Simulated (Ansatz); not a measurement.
This geometry of AlClH₂ (4 atoms, charge 0, multiplicity 1) is a first-order saddle point.

These are results of Ansatz, RKS revPBE-D4/def2-SVP, not measurements.

```xyz
4
Properties=species:S:1:pos:R:3
Al 0.235 0.000 -0.641
Cl 1.297 0.000 1.770
H 1.771 0.000 0.256
H -1.355 0.000 -0.261
```

**Question.** Which two structures does it join? (They come from a converged band through this point; their orientation in space is the band's.)

**Answer.** Bonds broken: Al1–Cl2, Al1–H3. Bonds formed: Cl2–H3. AlClH2 becomes AlH + ClH.

Image 0:

```xyz
4
Properties=species:S:1:pos:R:3
Al 0.458 0.000 0.118
Cl 0.822 0.000 2.214
H 1.726 0.000 -0.845
H -1.060 0.000 -0.362
```

Image 6:

```xyz
4
Properties=species:S:1:pos:R:3
Al 0.074 0.000 -0.917
Cl 1.503 0.000 1.822
H 1.846 0.000 0.526
H -1.476 0.000 -0.307
```

**Question.** How far does it lie above each of them?

**Answer.** 2.77 eV above the first and 0.11 eV above the second. This is the barrier of this one path; another mechanism may lie lower. The orbitals stay closed-shell, which can raise the energy where a bond breaks towards radicals; this wasn't checked here.

The run took 36 s on 1 thread of Arm Neoverse V1, with other jobs on the host, peak memory 0.092 GiB.
